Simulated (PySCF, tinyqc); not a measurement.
Worked calculation (part 2 of 2): RHF in the sto-6g basis, for OH-, spin multiplicity 1. The basis has no diffuse functions, so it cannot describe the extra electron: this is an exercise in the method, not the real anion. The lowest restricted solution is unstable here: a spin-polarised one lies 0.0118 hartree lower (PySCF). Computed by tinyqc, a small Python program that keeps every step (integrals from PySCF). Command: `OMP_NUM_THREADS=1 python tinyqc.py 23540 23541 out.jsonl` (the two numbers bound the seeds that draw the settings). One thread of a shared host (Intel(R) Xeon(R) Processor @ 2.60GHz), about 0.1 s of CPU time with the checks.

Geometry (angstrom):

| atom | x | y | z |
|---|---|---|---|
| O | 0.000000 | 0.000000 | 0.000000 |
| H | 0.000000 | 0.000000 | 1.678000 |

## Populations, bond orders and dipole

D after iteration 6, lower triangle:
```
            1O 1s      1O 2s    1O 2px    1O 2py    1O 2pz     2H 1s
1O 1s    2.112599
1O 2s   -0.488439   2.122374
1O 2px   0.000000   0.000000  2.000000
1O 2py   0.000000   0.000000  0.000000  2.000000
1O 2pz   0.043969  -0.210386  0.000000  0.000000  0.347997
2H 1s    0.020795  -0.164169  0.000000  0.000000  0.709277  1.480753
```

overlap S, lower triangle:
```
           1O 1s     1O 2s    1O 2px    1O 2py    1O 2pz     2H 1s
1O 1s   1.000000
1O 2s   0.231145  1.000000
1O 2px  0.000000  0.000000  1.000000
1O 2py  0.000000  0.000000  0.000000  1.000000
1O 2pz  0.000000  0.000000  0.000000  0.000000  1.000000
2H 1s   0.010464  0.146615  0.000000  0.000000  0.147885  1.000000
```

Mulliken: Z minus the diagonal of D S on the atom; Loewdin: the same with S^(1/2) D S^(1/2); Mayer order: 2 sum_s sum (D(s) S)_ij (D(s) S)_ji over the two atoms.

Charges (e):

| atom | Mulliken | Loewdin |
|---|---|---|
| 1O | -0.438208 | -0.443581 |
| 2H | -0.561792 | -0.556419 |

Mayer bond orders:

| pair | order |
|---|---|
| 2-1 | 0.684390 |

dipole moment about the origin, x y z (debye): 0.000000  0.000000  -4.051291
